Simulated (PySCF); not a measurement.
methoxyacetate, C3H5O3 (charge -1), SMILES COCC(=O)[O-], point group C1.

Level: PBE0/pcSseg-1 in PySCF (density fitting, grid level 2); geometry and Hessian at that level, cubic constants and property derivatives from steps of ±0.6 along each species' dimensionless normal coordinates, second-order vibrational perturbation theory. The parent has the commonest isotopes.

Equilibrium geometry (Å):

| atom | x | y | z |
| --- | --- | --- | --- |
| C1 | -1.4445 | 0.4387 | -0.5181 |
| O2 | -0.6022 | -0.5249 | -1.0807 |
| C3 | 0.5138 | -0.8160 | -0.2588 |
| C4 | 1.5569 | 0.3157 | -0.0028 |
| O5 | 1.3400 | 1.4266 | -0.5264 |
| O6 | 2.5004 | -0.0640 | 0.7189 |
| H7 | -1.8797 | 0.0838 | 0.4391 |
| H8 | -2.2675 | 0.6071 | -1.2251 |
| H9 | -0.9028 | 1.3777 | -0.3430 |
| H10 | 1.0361 | -1.6459 | -0.7489 |
| H11 | 0.1714 | -1.1883 | 0.7263 |

(1) Give the equilibrium and ground-state rotational constants (MHz) of parent; ¹⁸O at 5.

(2) How is the parent's vibrational correction B0 − Be made up?

(3) And its quartic centrifugal distortion constants from the harmonic force field?

A mode lies under 250 cm⁻¹, where this perturbation treatment is rough. Internal rotors are held in one well.

## Answers

(1) 
| species | Ae | Be | Ce | A0 | B0 | C0 | Δ0 (u Å²) | harmonic ZPE (cm⁻¹) |
| --- | --- | --- | --- | --- | --- | --- | --- | --- |
| parent | 7671.4 | 2529.1 | 2106.5 | 7661.2 | 2505.2 | 2081.2 | -24.867 | 18061 |
| ¹⁸O at 5 | 7299.8 | 2514.1 | 2069.6 | 7289.8 | 2490.8 | 2045.2 | -25.116 | 18025 |

Δ0 = Ic − Ia − Ib from the ground-state constants.

(2) 
```json
{"axis": "a", "harmonic": "12.3", "Coriolis": "-24.5", "cubic": "1.94", "total (MHz)": "-10.2"}
{"axis": "b", "harmonic": "2.75", "Coriolis": "-2.62", "cubic": "-24", "total (MHz)": "-23.9"}
{"axis": "c", "harmonic": "1.48", "Coriolis": "-1.07", "cubic": "-25.7", "total (MHz)": "-25.3"}
```

(3) Asymmetric top, A reduction, Ir representation: ΔJ = 0.629 kHz, ΔJK = -0.337 kHz, ΔK = 10.9 kHz, δJ = 0.0157 kHz, δK = 2.49 kHz.
